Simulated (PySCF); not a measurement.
ethane (C2H6), SMILES CC. The structure is a stationary point at ωB97X-D3(BJ)/def2-TZVP.

TDDFT-M06-2X/def2-TZVPD run with PySCF puts the lowest singlet excitations at 8.91, 8.91, 9.63, 9.73, 9.73, 10.46 eV.

Problem. What are the lowest excitation roots from PySCF with ADC(2)/aug-cc-pVDZ? (The exact figures need the calculation; the answer reports its results.)

Solution. 9.08, 9.08, 9.81, 9.81, 10.05, 10.10 eV. S1 differs by 0.17 eV (second minus first; roots are paired by order, and the bases may differ).
